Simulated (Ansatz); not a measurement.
# SiHO2+ (triplet): from Hartree-Fock to the top rungs, cc-pVDZ

How much of the correlation energy of SiHO2+ (triplet) does each wave-function method recover here?

The runs use Ansatz 0.2.0, Gaussian basis; cc-pVDZ, core rule «outside noble gas», up to 7 orbitals frozen.

The runs, in order: UHF; CCSD(T) on ROHF; CCSD(T) on UHF; BCCD(T) on ROHF; CISD; CCSDT(Q) on ROHF; CCSDT(Q) on UHF.

16 further runs of the same task are left out: 3 for a known fault of the program, 4 that didn't finish, 9 set aside as unsound or not needed.

**1. The geometry**

The geometry is a PBE0/def2-TZVP stationary point (not a proven minimum) of the parent state, kept for this charge and spin.

4 atoms, charge 1, spin multiplicity 3.

Atoms are counted from 1 here; the program's logs count them from 0.

Bond lengths: O1–Si3 1.627 Å, O1–H4 0.965 Å, O2–Si3 1.525 Å. Angles: Si3–O1–H4 116.9°, O1–Si3–O2 127.5°.

In the tables R marks a restricted open-shell determinant and U an unrestricted one; energies count from the table's Hartree-Fock row.

**2. UHF**

in.yaml

```yaml
crystal:
  periodic: [false, false, false]
  atoms:
    - {symbol: O, position_ang: [0.000000, 0.199858, 1.434628]}
    - {symbol: O, position_ang: [0.000000, 0.406627, -1.385152]}
    - {symbol: Si, position_ang: [0.000000, -0.387106, -0.083158]}
    - {symbol: H, position_ang: [0.000000, 1.159459, 1.531796]}
basis:
  gaussian: {orbitals: cc-pVDZ}
total_charge: 1
magnetization: {spin_polarized: true, initial_magnetization: 2}
hamiltonian: {xc: hf}
output: {orbitals: {seedname: orbitals}}
```

On the command line:

```bash
> ansatz run in.yaml --threads 1 --pin off --events-out ev --progress --plain --max-ram 2393MiB
```

What it wrote:

```text
Functional definition: HF
  name "HF"
  cite "Fock, Z. Phys. 61, 126 (1930) doi:10.1007/BF01340294"
  parent pbe
  exchange = exact_x
  correlation = 0
484 factors; integrals over basis functions are off by at most 1.4e-3 eV
mean field evaluation 1: about -11936.2903 eV, gradient 3.9e1 eV
mean field evaluation 2: about -11936.3581 eV, gradient 3.9e1 eV
mean field evaluation 4: about -11942.7643 eV, gradient 3.6e0 eV
mean field evaluation 8: about -11942.9757 eV, gradient 4.8e-1 eV
mean field evaluation 16: about -11942.9902 eV, gradient 1.9e-5 eV
mean field evaluation 32: about -11942.9114 eV, gradient 2.2e-1 eV
mean field evaluation 64: about -11942.7562 eV, gradient 4.4e-1 eV
mean field evaluation 96: about -11942.9901 eV, gradient 3.3e-2 eV
mean field -11942.99017949 eV, -438.8967938469 hartree, gradient 9.5e-6 eV, S^2 2.008902; 4 other end points of the search recorded, 0 dependent functions left out
reference -11942.99017949 eV, -438.8967938469 hartree; 16, 14 occupied and 35, 37 virtual orbitals, 484 factors
Total energy: -11942.99017949 eV, -438.8967938469 hartree
```

It took 0.99 s on 1 thread of Arm Neoverse V2, shared host.

From the report: ⟨S²⟩ of the determinant 2.009 (pure triplet: 2.00).

**3. CCSD(T) on ROHF**

in.yaml, as its differences from that of step 2:

```diff
@@ -10,4 +10,3 @@
 total_charge: 1
-magnetization: {spin_polarized: true, initial_magnetization: 2}
-hamiltonian: {xc: hf}
-output: {orbitals: {seedname: orbitals}}
+magnetization: {spin_polarized: false, initial_magnetization: 2}
+correlation: {method: ccsd_t, electrons: outside_noble_gas}
```

Same command.

What it wrote, shortened:

```text
Functional definition: HF
  name "HF"
  cite "Fock, Z. Phys. 61, 126 (1930) doi:10.1007/BF01340294"
  parent pbe
[...]
484 factors; integrals over basis functions are off by at most 1.4e-3 eV
[...]
mean field -11942.85476637 eV, -438.8918175062 hartree, gradient 1.7e-6 eV, S^2 2.000000; 15 other end points of the search recorded, 0 dependent functions left out
[...]
determinant -11942.85476637 eV, -438.8918175062 hartree, with singles and doubles -11953.93387252 eV, -439.2989671476 hartree
determinant -11942.64625305 eV, -438.8841547833 hartree, with singles and doubles -11953.74797574 eV, -439.2921355672 hartree
determinant -11940.86126631 eV, -438.8185577303 hartree, with singles and doubles -11952.11322008 eV, -439.2320594047 hartree
determinant -11938.34805860 eV, -438.7261990505 hartree, with singles and doubles -11949.17475408 eV, -439.1240727710 hartree
determinant -11937.77845876 eV, -438.7052666426 hartree, with singles and doubles -11949.23535528 eV, -439.1262998239 hartree
determinant -11942.85476637 eV, -438.8918175062 hartree, with singles and doubles -11953.94415201 eV, -439.2993449121 hartree
determinant -11942.64625305 eV, -438.8841547833 hartree, with singles and doubles -11953.75799457 eV, -439.2925037522 hartree
7 core orbitals not correlated: weight in the atoms' cores, before any rotation towards them, 1.000 or more for the frozen orbitals, at most 0.000 for the correlated occupied ones
reference -11942.85476637 eV, -438.8918175062 hartree; 9, 7 occupied and 35, 37 virtual orbitals, 484 factors
second order -10.45335425 eV of doubles, -0.08910686 eV of singles
cycle   1  -11.08938486 eV  change    7.9e-7 eV  update   2.0e-6
perturbative correction -0.28523870 eV, -0.0104823287 hartree
Total energy: -11954.22938992 eV, -439.3098272118 hartree
```

Wall time 11 s (1 thread of Arm Neoverse V2, shared host).

From the report: correlation -11.3746 eV; T1 0.029; largest double amplitude 0.03.

**4. CCSD(T) on UHF**

in.yaml, as its differences from that of step 3:

```diff
@@ -10,3 +10,3 @@
 total_charge: 1
-magnetization: {spin_polarized: false, initial_magnetization: 2}
+magnetization: {spin_polarized: true, initial_magnetization: 2}
 correlation: {method: ccsd_t, electrons: outside_noble_gas}
```

Launched as before.

What it wrote, shortened:

```text
Functional definition: HF
  name "HF"
  cite "Fock, Z. Phys. 61, 126 (1930) doi:10.1007/BF01340294"
  parent pbe
[...]
484 factors; integrals over basis functions are off by at most 1.4e-3 eV
[...]
mean field -11942.99017949 eV, -438.8967938469 hartree, gradient 2.5e-6 eV, S^2 2.008902; 7 other end points of the search recorded, 0 dependent functions left out
determinant -11942.99017949 eV, -438.8967938469 hartree, with singles and doubles -11953.93802612 eV, -439.2991197896 hartree
determinant -11942.78039551 eV, -438.8890844278 hartree, with singles and doubles -11953.75186965 eV, -439.2922786655 hartree
determinant -11942.99017949 eV, -438.8967938469 hartree, with singles and doubles -11953.94701642 eV, -439.2994501769 hartree
determinant -11942.78039551 eV, -438.8890844278 hartree, with singles and doubles -11953.76150289 eV, -439.2926326807 hartree
7 core orbitals not correlated: weight in the atoms' cores, before any rotation towards them, 1.000 or more for the frozen orbitals, at most 0.000 for the correlated occupied ones
reference -11942.99017949 eV, -438.8967938469 hartree; 9, 7 occupied and 35, 37 virtual orbitals, 484 factors
second order -10.41124858 eV of doubles, -0.00000000 eV of singles
cycle   1  -10.95683646 eV  change    4.7e-7 eV  update   1.9e-6
perturbative correction -0.28327047 eV, -0.0104099977 hartree
Total energy: -11954.23028642 eV, -439.3098601576 hartree
```

Wall time 7.5 s (1 thread of Arm Neoverse V2, shared host).

From the report: ⟨S²⟩ of the determinant 2.009 (pure triplet: 2.00); correlation -11.2401 eV; T1 0.025; largest double amplitude 0.03.

**5. BCCD(T) on ROHF**

in.yaml, as its differences from that of step 4:

```diff
@@ -10,3 +10,3 @@
 total_charge: 1
-magnetization: {spin_polarized: true, initial_magnetization: 2}
-correlation: {method: ccsd_t, electrons: outside_noble_gas}
+magnetization: {spin_polarized: false, initial_magnetization: 2}
+correlation: {method: bccd_t, electrons: outside_noble_gas}
```

Same command.

What it wrote, shortened:

```text
Functional definition: HF
  name "HF"
  cite "Fock, Z. Phys. 61, 126 (1930) doi:10.1007/BF01340294"
  parent pbe
[...]
484 factors; integrals over basis functions are off by at most 1.4e-3 eV
[...]
mean field -11942.85476637 eV, -438.8918175062 hartree, gradient 1.7e-6 eV, S^2 2.000000; 15 other end points of the search recorded, 0 dependent functions left out
[...]
determinant -11942.85476637 eV, -438.8918175062 hartree, with singles and doubles -11953.93387252 eV, -439.2989671476 hartree
determinant -11942.64625305 eV, -438.8841547833 hartree, with singles and doubles -11953.74797574 eV, -439.2921355672 hartree
determinant -11940.86126631 eV, -438.8185577303 hartree, with singles and doubles -11952.11322008 eV, -439.2320594047 hartree
determinant -11938.34805860 eV, -438.7261990505 hartree, with singles and doubles -11949.17475408 eV, -439.1240727710 hartree
determinant -11937.77845876 eV, -438.7052666426 hartree, with singles and doubles -11949.23535528 eV, -439.1262998239 hartree
determinant -11942.85476637 eV, -438.8918175062 hartree, with singles and doubles -11953.94415201 eV, -439.2993449121 hartree
determinant -11942.64625305 eV, -438.8841547833 hartree, with singles and doubles -11953.75799457 eV, -439.2925037522 hartree
7 core orbitals not correlated: weight in the atoms' cores, before any rotation towards them, 1.000 or more for the frozen orbitals, at most 0.000 for the correlated occupied ones
reference -11942.85476637 eV, -438.8918175062 hartree; 9, 7 occupied and 35, 37 virtual orbitals, 484 factors
second order -10.45335425 eV of doubles, -0.08910686 eV of singles
cycle   1  -11.04149427 eV  change    4.8e-2 eV  update   1.6e-2
[...]
cycle  12  -11.04803090 eV  change   -4.1e-7 eV  update   1.5e-5
perturbative correction -0.32988427 eV, -0.0121230234 hartree
Total energy: -11954.23268154 eV, -439.3099481768 hartree
```

Wall time 9 s (1 thread of Arm Neoverse V2, shared host).

From the report: correlation -11.3779 eV; largest double amplitude 0.03.

**6. CISD**

in.yaml, as its differences from that of step 5:

```diff
@@ -11,2 +11,2 @@
 magnetization: {spin_polarized: false, initial_magnetization: 2}
-correlation: {method: bccd_t, electrons: outside_noble_gas}
+correlation: {active_space: {ras: {orbitals: [7, 2, 35], electrons: 16, max_holes: 2, max_particles: 2}, fixed_orbitals: true}}
```

The command is unchanged.

What it wrote, shortened:

```text
Functional definition: HF
  name "HF"
  cite "Fock, Z. Phys. 61, 126 (1930) doi:10.1007/BF01340294"
  parent pbe
[...]
484 factors; integrals over basis functions are off by at most 1.4e-3 eV
[...]
mean field -11942.85476637 eV, -438.8918175062 hartree, gradient 1.7e-6 eV, S^2 2.000000; 14 other end points of the search recorded, 0 dependent functions left out
reference -11942.85476637 eV, -438.8918175062 hartree; 16, 14 occupied and 35, 37 virtual orbitals, 484 factors
state -11952.96504866 eV, -439.2633635275 hartree
Total energy: -11952.96504866 eV, -439.2633635275 hartree
```

Wall time 6.5 s (1 thread of Arm Neoverse V2, shared host).

From the report: 263,314 determinants.

**7. CCSDT(Q) on ROHF**

in.yaml, as its differences from that of step 6:

```diff
@@ -11,2 +11,2 @@
 magnetization: {spin_polarized: false, initial_magnetization: 2}
-correlation: {active_space: {ras: {orbitals: [7, 2, 35], electrons: 16, max_holes: 2, max_particles: 2}, fixed_orbitals: true}}
+correlation: {method: ccsdt_q, electrons: outside_noble_gas}
```

Launched as before.

What it wrote, shortened:

```text
Functional definition: HF
  name "HF"
  cite "Fock, Z. Phys. 61, 126 (1930) doi:10.1007/BF01340294"
  parent pbe
[...]
904 factors; integrals over basis functions are off by at most 1.6e-7 eV
[...]
mean field -11942.85494773 eV, -438.8918241713 hartree, gradient 1.5e-6 eV, S^2 2.000000; 15 other end points of the search recorded, 0 dependent functions left out
[...]
determinant -11942.85494773 eV, -438.8918241713 hartree, with singles and doubles -11953.93406341 eV, -439.2989741627 hartree
determinant -11942.64643602 eV, -438.8841615074 hartree, with singles and doubles -11953.74816830 eV, -439.2921426436 hartree
determinant -11940.86144698 eV, -438.8185643700 hartree, with singles and doubles -11952.11340962 eV, -439.2320663700 hartree
determinant -11938.34823758 eV, -438.7262056279 hartree, with singles and doubles -11949.17495999 eV, -439.1240803379 hartree
determinant -11937.77865592 eV, -438.7052738880 hartree, with singles and doubles -11949.23556234 eV, -439.1263074332 hartree
determinant -11942.85494773 eV, -438.8918241713 hartree, with singles and doubles -11953.94434344 eV, -439.2993519470 hartree
determinant -11942.64643602 eV, -438.8841615074 hartree, with singles and doubles -11953.75818719 eV, -439.2925108308 hartree
7 core orbitals not correlated: weight in the atoms' cores, before any rotation towards them, 1.000 or more for the frozen orbitals, at most 0.000 for the correlated occupied ones
reference -11942.85494773 eV, -438.8918241713 hartree; 9, 7 occupied and 35, 37 virtual orbitals, 904 factors
second order -10.45338641 eV of doubles, -0.08910672 eV of singles
cycle   1  -10.68582504 eV  change   -1.4e-1 eV  update   1.0e-1
[...]
cycle  26  -11.40824954 eV  change    1.2e-6 eV  update   1.3e-6
perturbative correction -0.03069952 eV, -0.0011281864 hartree
Total energy: -11954.29389678 eV, -439.3121977954 hartree
```

Wall time 3.7 min (1 thread of Arm Neoverse V2, shared host); peak memory 1.3 GiB.

From the report: correlation -11.4389 eV; T1 0.032; largest double amplitude 0.04.

**8. CCSDT(Q) on UHF**

in.yaml, as its differences from that of step 7:

```diff
@@ -10,3 +10,3 @@
 total_charge: 1
-magnetization: {spin_polarized: false, initial_magnetization: 2}
+magnetization: {spin_polarized: true, initial_magnetization: 2}
 correlation: {method: ccsdt_q, electrons: outside_noble_gas}
```

The command is unchanged.

What it wrote, shortened:

```text
Functional definition: HF
  name "HF"
  cite "Fock, Z. Phys. 61, 126 (1930) doi:10.1007/BF01340294"
  parent pbe
[...]
904 factors; integrals over basis functions are off by at most 1.6e-7 eV
[...]
mean field -11942.99036066 eV, -438.8968005046 hartree, gradient 1.8e-6 eV, S^2 2.008902; 7 other end points of the search recorded, 0 dependent functions left out
determinant -11942.99036066 eV, -438.8968005046 hartree, with singles and doubles -11953.93821763 eV, -439.2991268276 hartree
determinant -11942.78057820 eV, -438.8890911415 hartree, with singles and doubles -11953.75206232 eV, -439.2922857462 hartree
determinant -11942.99036066 eV, -438.8968005046 hartree, with singles and doubles -11953.94720764 eV, -439.2994572043 hartree
determinant -11942.78057820 eV, -438.8890911415 hartree, with singles and doubles -11953.76169544 eV, -439.2926397566 hartree
7 core orbitals not correlated: weight in the atoms' cores, before any rotation towards them, 1.000 or more for the frozen orbitals, at most 0.000 for the correlated occupied ones
reference -11942.99036066 eV, -438.8968005046 hartree; 9, 7 occupied and 35, 37 virtual orbitals, 904 factors
second order -10.41128089 eV of doubles, -0.00000000 eV of singles
cycle   1  -10.55866264 eV  change   -1.5e-1 eV  update   1.0e-1
[...]
cycle  26  -11.27385018 eV  change    1.5e-6 eV  update   1.2e-6
perturbative correction -0.03722870 eV, -0.0013681297 hartree
Total energy: -11954.30143955 eV, -439.3124749868 hartree
```

Wall time 85 s (1 thread of Arm Neoverse V2, shared host); peak memory 0.85 GiB.

From the report: ⟨S²⟩ of the determinant 2.009 (pure triplet: 2.00); correlation -11.3111 eV; T1 0.028; largest double amplitude 0.04.

**9. The ladder**

The yardstick is UCCSDT(Q), where the cluster series has nearly closed. Rows without a time come out of other runs: HF, MP2 and CCSD of CCSD(T), CCSDT of CCSDT(Q).

Differences are taken before rounding.

| method | energy from the lowest RHF (meV) | from UCCSDT(Q) (meV) | time |
| --- | --- | --- | --- |
| RHF | 0.0 | +11446.7 |  |
| UHF | -135.4 | +11311.3 |  |
| RMP2 | -10542.5 | +904.2 |  |
| UMP2 | -10546.7 | +900.0 |  |
| CISD | -10110.3 | +1336.4 | 6.5 s |
| RCCSD | -11089.4 | +357.3 |  |
| UCCSD | -11092.2 | +354.4 |  |
| RCCSD(T) | -11374.6 | +72.0 | 11 s |
| UCCSD(T) | -11375.5 | +71.2 | 7.5 s |
| BCCD(T) | -11377.9 | +68.8 | 9 s |
| RCCSDT | -11408.4 | +38.2 |  |
| UCCSDT | -11409.4 | +37.2 |  |
| RCCSDT(Q) | -11439.1 | +7.5 | 3.7 min |
| UCCSDT(Q) | -11446.7 | 0 | 85 s |

Among the levels timed on like hardware and quicker than the yardstick, those that no quicker one beats, quickest first: CISD (6.5 s, +1336.4 meV); UCCSD(T) (7.5 s, +71.2 meV); BCCD(T) (9 s, +68.8 meV).

**10. Results**

```
                         quantity                      value
   UCCSDT(Q) below the RHF energy                -11.4467 eV
              RMP2 from UCCSDT(Q)                 +904.2 meV
              UMP2 from UCCSDT(Q)                 +900.0 meV
             RCCSD from UCCSDT(Q)                 +357.3 meV
          RCCSD(T) from UCCSDT(Q)                  +72.0 meV
          UCCSD(T) from UCCSDT(Q)                  +71.2 meV
         RCCSDT(Q) from UCCSDT(Q)                   +7.5 meV
levels within 1 kcal/mol (43 meV)  RCCSDT, UCCSDT, RCCSDT(Q)
                    T1 diagnostic                      0.029
```

**Reading.** RCCSD(T) misses by +72.0 meV, 0.6 % of the correlation energy. These misses are within one basis, not against nature; the frozen cores of restricted and unrestricted runs differ, which can shift their rows.

BCCD(T) reaches 68.8 meV from the reference in 9 s, where UCCSDT(Q) took 85 s; the quickest level in the cost chart, CISD, takes 6.5 s and misses by 1336.4 meV.
